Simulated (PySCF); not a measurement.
# Nitrogen: a sound run and one with changed settings

Sound run: N [He] 2s2 2p3, N⁺ [He] 2s2 2p2. Calculation: PySCF 2.14, in def2-TZVP (5s3p2d1f, 31 functions); the non-relativistic Hamiltonian (point nucleus). In the sound run the correlated levels freeze 1s2. The sound run starts from symmetry-adapted Hartree-Fock orbitals and uses a fine grid where one is needed.

Changed run: basis STO-3G. This setting is unsound on purpose.

```csv
species,method,sound run (hartree),changed run (hartree),converged
N,UHF,-54.40275,-53.71901,yes
N,M06-2X,-54.58726,-53.89578,yes
N,PBE,-54.53214,-53.81469,yes
N,MP2,-54.49761,-53.71901,yes
N⁺,UHF,-53.89200,-53.24264,yes
N⁺,M06-2X,-54.05296,-53.40135,yes
N⁺,PBE,-53.99133,-53.32088,yes
N⁺,MP2,-53.96240,-53.25331,yes
N⁺,CCSD(T),-53.98519,-53.26332,yes
```

Ionisation energy of N:

| method | sound run (eV) | changed run (eV) |
| --- | --- | --- |
| UHF | 13.898 | 12.963 |
| M06-2X | 14.539 | 13.454 |
| PBE | 14.716 | 13.437 |
| MP2 | 14.564 | 12.672 |
| SCS-MP2 | 14.311 | 12.614 |

A minimal basis cannot let orbitals breathe on ionisation and holds almost no correlation.

For comparison, NIST gives 14.534 eV between the lowest levels.
